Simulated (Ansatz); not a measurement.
**singlet SiH2Cl+ at 6 levels**

Wanted: a comparison of 6 runs (B2PLYP/STO-3G, B3LYP/STO-3G, wB97M-V/STO-3G, RPA@PBE/STO-3G, CCSD/STO-3G, FCI/STO-3G) of singlet SiH2Cl+. 

Program for the calculation: Ansatz 0.2.0.

52 further runs of the same task are left out: 52 set aside as unsound or not needed.

### 1 The structure to begin with

SiH2Cl+: 4 atoms, total charge +1, spin state singlet. As SMILES of the parent species, `[SiH2]Cl`. Geometry: relaxed at GFN2-xTB. That shape belongs to the parent species and isn't relaxed for this state.

Bond lengths: Si1–Cl2 2.022 Å, Si1–H3 1.451 Å, Si1–H4 1.451 Å. Angles: Cl2–Si1–H3 110.3°, Cl2–Si1–H4 110.2°, H3–Si1–H4 114.9°.

### 2 The energy at B2PLYP/STO-3G (run 1)

input.yaml reads:

```yaml
crystal:
  periodic: [false, false, false]
  atoms:
    - {symbol: Si, position_ang: [-0.283580, 0.237700, 0.131590]}
    - {symbol: Cl, position_ang: [1.597690, -0.059610, 0.811090]}
    - {symbol: H, position_ang: [-1.065000, -0.978280, 0.263310]}
    - {symbol: H, position_ang: [-0.249110, 0.800200, -1.205980]}
basis:
  gaussian: {orbitals: STO-3G}
total_charge: 1
hamiltonian: {xc: {name: B2PLYP}}
correlation: {frozen_orbitals: {Cl: 5, H: 0, Si: 5}}
accuracy: high
```

On the command line:

```
$ ansatz run input.yaml --threads 1 --pin off --max-ram 2610MiB --events-out events.jsonl --progress --plain --runs-dir runs
```

Standard output:

```text
Warning: RAYON_NUM_THREADS=1 ignored (pool sized by the plan → 1); use --threads N
Functional definition: B2PLYP
  name "B2PLYP"
  parameter a = 0.53
  parameter c = 0.27
  exchange = (1 - a)*b88_x + a*exact_x
  correlation = (1 - c)*lyp_c + c*(mp2_os + mp2_ss)
341 factors; integrals over basis functions are off by at most 3.1e-9 eV
mean field evaluation 1: about -20185.7206 eV, gradient 2.2e1 eV
mean field evaluation 2: about -20185.7131 eV, gradient 2.2e1 eV
mean field evaluation 4: about -20188.8013 eV, gradient 1.3e0 eV
mean field evaluation 8: about -20188.8132 eV, gradient 2.0e-2 eV
mean field evaluation 16: about -20188.8132 eV, gradient 4.0e-8 eV
mean field -20188.81318224 eV, -741.9251999783 hartree, gradient 3.9e-8 eV, S^2 0.000000; 0 other end points of the search recorded, 0 dependent functions left out
10 core orbitals not correlated: weight in the atoms' cores, before any rotation towards them, 1.000 or more for the frozen orbitals, at most 0.000 for the correlated occupied ones
reference -20188.81319871 eV, -741.9252005834 hartree; 6, 6 occupied and 4, 4 virtual orbitals, 341 factors
second order -1.96217630 eV of doubles, -0.00000000 eV of singles
Total energy: -20189.34298631 eV, -741.9446699186 hartree
```

Wall time 1.2 s (1 thread of AMD EPYC 7R43 (Zen 3), shared host); peak memory 0.11 GiB.

### 3 A single-point energy at B3LYP/STO-3G (run 2)

molecule.yaml reads:

```yaml
crystal:
  periodic: [false, false, false]
  atoms:
    - {symbol: Si, position_ang: [-0.283580, 0.237700, 0.131590]}
    - {symbol: Cl, position_ang: [1.597690, -0.059610, 0.811090]}
    - {symbol: H, position_ang: [-1.065000, -0.978280, 0.263310]}
    - {symbol: H, position_ang: [-0.249110, 0.800200, -1.205980]}
basis:
  gaussian:
    orbitals: STO-3G
accuracy: high
hamiltonian:
  xc: {name: B3LYP}
total_charge: 1
```

On the command line:

```
$ ansatz run molecule.yaml --threads 1 --pin off --max-ram 2610MiB --events-out events.jsonl --progress --plain --runs-dir runs
```

Standard output:

```text
Warning: RAYON_NUM_THREADS=1 ignored (pool sized by the plan → 1); use --threads N
Functional definition: B3LYP
  name "B3LYP"
  parameter a0 = 0.2
  parameter ax = 0.72
  parameter ac = 0.81
  exchange = (1 - a0 - ax)*slater_x + ax*b88_x + a0*exact_x
  correlation = (1 - ac)*vwn_rpa_c + ac*lyp_c
341 factors; integrals over basis functions are off by at most 3.1e-9 eV
mean field evaluation 1: about -20193.6624 eV, gradient 2.5e1 eV
mean field evaluation 2: about -20173.3877 eV, gradient 6.8e1 eV
mean field evaluation 4: about -20197.4586 eV, gradient 7.0e-1 eV
mean field evaluation 8: about -20197.4357 eV, gradient 1.1e-3 eV
mean field evaluation 16: about -20197.4357 eV, gradient 7.8e-9 eV
mean field -20197.43571047 eV, -742.2420720461 hartree, gradient 1.7e-8 eV, S^2 0.000000; 0 other end points of the search recorded, 0 dependent functions left out
reference -20197.43573607 eV, -742.2420729871 hartree; 16, 16 occupied and 4, 4 virtual orbitals, 341 factors
Total energy: -20197.43573607 eV, -742.2420729871 hartree
```

It took 0.91 s on 1 thread of AMD EPYC 7R43 (Zen 3), shared host; peak memory 0.11 GiB.

Runs 3 to 5 aren't shown in full; the table further down has their settings and results.

### 4 A single-point energy at FCI/STO-3G (run 6)

job.yaml reads:

```yaml
crystal:
  periodic: [false, false, false]
  atoms:
    - symbol: Si
      position_ang: [-0.283580, 0.237700, 0.131590]
    - symbol: Cl
      position_ang: [1.597690, -0.059610, 0.811090]
    - symbol: H
      position_ang: [-1.065000, -0.978280, 0.263310]
    - symbol: H
      position_ang: [-0.249110, 0.800200, -1.205980]
basis:
  gaussian:
    orbitals: STO-3G
correlation:
  method: fci
  frozen_orbitals: {Cl: 5, H: 0, Si: 5}
total_charge: 1
accuracy: high
magnetization:
  spin_polarized: false
  initial_magnetization: 0
```

On the command line:

```
$ ansatz run job.yaml --threads 1 --pin off --max-ram 2610MiB --events-out events.jsonl --progress --plain --runs-dir runs
```

Standard output:

```text
Warning: RAYON_NUM_THREADS=1 ignored (pool sized by the plan → 1); use --threads N
Functional definition: HF
  name "HF"
  exchange = exact_x
  correlation = 0
341 factors; integrals over basis functions are off by at most 3.1e-9 eV
mean field evaluation 1: about -20163.8006 eV, gradient 2.0e1 eV
mean field evaluation 2: about -20163.8109 eV, gradient 2.0e1 eV
mean field evaluation 4: about -20166.2774 eV, gradient 9.9e-1 eV
mean field evaluation 8: about -20166.2866 eV, gradient 2.8e-2 eV
mean field -20166.28660585 eV, -741.0973635650 hartree, gradient 7.5e-8 eV, S^2 0.000000; 0 other end points of the search recorded, 0 dependent functions left out
10 core orbitals not correlated: weight in the atoms' cores, before any rotation towards them, 1.000 or more for the frozen orbitals, at most 0.000 for the correlated occupied ones
reference -20166.28660585 eV, -741.0973635650 hartree; 6, 6 occupied and 4, 4 virtual orbitals, 341 factors
state -20168.25833936 eV, -741.1698234351 hartree
Total energy: -20168.25833936 eV, -741.1698234351 hartree
```

Run time: 0.44 s. Hardware: 1 thread of AMD EPYC 7R43 (Zen 3), shared host.

### 5 Overview of the runs

```csv
run,level,frozen core orbitals,energy (Eh),wall time
1,B2PLYP/STO-3G,10,-741.944670,1.2 s
2,B3LYP/STO-3G,–,-742.242073,0.91 s
3,wB97M-V/STO-3G,–,-742.314975,11 s
4,RPA@PBE/STO-3G,10,-741.208269,1.3 s
5,CCSD/STO-3G,10,-741.166375,0.22 s
6,FCI/STO-3G,10,-741.169823,0.44 s
```

### 6 Summary of results

| quantity | value |
| --- | --- |
| run 6: total energy | -741.16982 Eh |
| run 6: correlation energy (10 core orbitals frozen) | -72.5 mEh |

**Reading.** Against full CI in this basis: CCSD +3.4 mEh. Totals of different functionals can't be ranked against each other. In runs 1, 2, 3, 4, 5, 6 the basis is minimal, so the values are rough. All runs together took 15 s, the longest 11 s.
